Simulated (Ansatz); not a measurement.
Cs₃Bi₂Br₉ (P-3m1, No. 164), treated with PBEsol in Ansatz (plane waves, PAW).

Settings: plane-wave cutoff 520 eV, 6×6×4 k mesh (along the axes of the cell as run), Fermi–Dirac smearing 0.01 eV, scalar-relativistic PAW data made under PBE.

Cell (measured lattice):

```xyz
14
Lattice="7.9720 0.0000 0.0000 -3.9860 6.9040 0.0000 0.0000 0.0000 9.8670" Properties=species:S:1:pos:R:3 pbc="T T T"
Br     1.9930     3.4520     0.0000
Br     3.9860     0.0000     0.0000
Br    -1.9930     3.4520     0.0000
Br     2.0054     1.1578     3.3489
Br     1.9806     5.7462     6.5181
Br     5.9666     1.1578     3.3489
Br    -1.9806     5.7462     6.5181
Br     3.9860     4.5884     3.3489
Br     0.0000     2.3156     6.5181
Cs     3.9860     2.3013     6.5803
Cs     0.0000     4.6026     3.2867
Cs     0.0000     0.0000     0.0000
Bi     3.9860     2.3013     1.8925
Bi     0.0000     4.6026     7.9745
```

### Question
Estimate the band gap and smallest direct gap on the k points sampled that the calculation returns.

### Answer

* **band gap**: 2.47 eV
* **smallest direct gap on the k points sampled**: 2.48 eV

Note: cell and atoms aren't relaxed at this level (largest force component 0.28 eV/Å).

Spin–orbit coupling is not included; with these elements it can move the gap by several tenths of an eV or more.

Static lattice: no zero-point or thermal effects.

Ansatz is a program for electronic structure.
